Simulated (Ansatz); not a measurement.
Gas-phase electronic energies from Ansatz, PBE0-D4/def2-TZVP geometries. CCSD(T)/CBS is the MP2 limit (def2-TZVPP, def2-QZVPP) plus CCSD(T) − MP2 in def2-TZVPP, frozen cores. This one scheme is used for every species, atoms too. DFT in def2-TZVPP. Open shells (•) are unrestricted, without spin–orbit coupling. Spin–orbit coupling would lower the free atoms: a little for C.

Consider the atomization: `CC1(C)CC1` → 5 C• + 10 H•.

CCSD(T)/CBS gives +1445.2 kcal/mol.

(1) Another level gave +1440.0 kcal/mol. Which?
A. r2SCAN0-D4/def2-TZVPP
B. PBE-D4/def2-TZVPP
C. LC-ωPBE/def2-TZVPP
D. PBE0-D4/def2-TZVPP

Largest T1 diagnostic among the species: 0.009.

Answers

(1) A. r2SCAN0-D4 1440.0, PBE0-D4 1460.5, LC-ωPBE 1450.5, PBE-D4 1475.7 kcal/mol.

In def2-TZVPP, CCSD(T) changes the Hartree–Fock value by +320.9 kcal/mol (the triples alone add +17.1 kcal/mol) and MP2 by +336.9 kcal/mol; breaking electron pairs costs correlation energy, which Hartree–Fock lacks. From BLYP to BHLYP (50 % exact exchange), in def2-TZVPP and without D4, ΔE moves by −14.0 kcal/mol: exact exchange takes away binding that semilocal exchange gives to molecules.

For atomizations the MP2-based limit and the directly extrapolated one differ by several kJ/mol either way, and by 10 to 25 for some Ge, Se and Sn compounds, so smaller differences from it don't rank the levels.
